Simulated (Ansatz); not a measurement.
The input, for Ansatz 0.2.0:

```yaml
crystal:
  periodic: [false, false, false]
  atoms:
    - {symbol: B, position_ang: [-0.114887, 0.000009, 0.089052]}
    - {symbol: H, position_ang: [0.311423, 0.539087, -0.991887]}
    - {symbol: H, position_ang: [0.609492, -0.000048, 1.028622]}
    - {symbol: H, position_ang: [0.311340, -0.539134, -0.991888]}
basis:
  gaussian: {orbitals: cc-pVDZ}
magnetization: {spin_polarized: false, initial_magnetization: 2}
correlation: {method: fic_mrcisd_q, electrons: outside_noble_gas, active_space: {window: {electrons: 4, orbitals: 4}, states: [{multiplicity: 3, weights: [0.5, 1]}, {multiplicity: 5, weights: [1]}], root: 1}}
```

```sh
$ ansatz run in.yaml --threads 1 --pin off --events-out ev --progress --plain --max-ram 2393MiB
```

Output:

```
531 factors; integrals over basis functions are off by at most 2.1e-7 eV
mean field evaluation 1: about -713.6427 eV, gradient 1.0e1 eV
mean field evaluation 2: about -713.6433 eV, gradient 1.0e1 eV
mean field evaluation 4: about -714.5201 eV, gradient 5.1e-1 eV
mean field evaluation 8: about -714.5229 eV, gradient 2.1e-4 eV
mean field -714.52286667 eV, -26.2582310289 hartree, gradient 1.7e-6 eV, S^2 2.000000; 0 other end points of the search recorded, 0 dependent functions left out
reference -714.52286667 eV, -26.2582310289 hartree; 5, 3 occupied and 24, 26 virtual orbitals, 531 factors
state -713.88823629 eV, -26.2349087929 hartree
state -709.19385644 eV, -26.0623935151 hartree
contracted CI cycle   1: correlation 0.00000000 eV, 0.0000000000 hartree, residual 1.40e1 eV
contracted CI cycle   2: correlation -3.31294249 eV, -0.1217483911 hartree, residual 2.45e0 eV
contracted CI cycle   3: correlation -3.42233468 eV, -0.1257684798 hartree, residual 6.06e-1 eV
contracted CI cycle   4: correlation -3.42954012 eV, -0.1260332750 hartree, residual 1.62e-1 eV
contracted CI cycle   5: correlation -3.43005916 eV, -0.1260523491 hartree, residual 4.85e-2 eV
contracted CI cycle   6: correlation -3.43010603 eV, -0.1260540716 hartree, residual 1.42e-2 eV
...
contracted CI cycle   5: correlation -2.37870060 eV, -0.0874156346 hartree, residual 2.05e-1 eV
contracted CI cycle   6: correlation -2.37988379 eV, -0.0874591162 hartree, residual 8.45e-2 eV
contracted CI cycle   7: correlation -2.38011651 eV, -0.0874676684 hartree, residual 4.49e-2 eV
contracted CI cycle   8: correlation -2.38021739 eV, -0.0874713758 hartree, residual 3.85e-2 eV
contracted CI cycle   9: correlation -2.38029190 eV, -0.0874741139 hartree, residual 3.02e-2 eV
contracted CI cycle  10: correlation -2.38031599 eV, -0.0874749990 hartree, residual 1.20e-2 eV
contracted CI cycle  11: correlation -2.38031950 eV, -0.0874751282 hartree, residual 4.35e-3 eV
contracted CI cycle  12: correlation -2.38032007 eV, -0.0874751490 hartree, residual 2.12e-3 eV
contracted CI cycle  13: correlation -2.38032022 eV, -0.0874751547 hartree, residual 1.26e-3 eV
contracted CI cycle  14: correlation -2.38032027 eV, -0.0874751565 hartree, residual 6.14e-4 eV
state -704.27956846 eV, -25.8817967629 hartree; corrected -706.82570618 eV, -25.9753655985 hartree
Total energy: -712.24908051 eV, -26.1746709291 hartree
```

Natural occupations, averaged over the states: 1.3766 1.2014 0.9984 0.4237.

Ran on 1 thread of Arm Neoverse V2, shared host: 0.84 s wall, 0.15 GiB peak host memory.
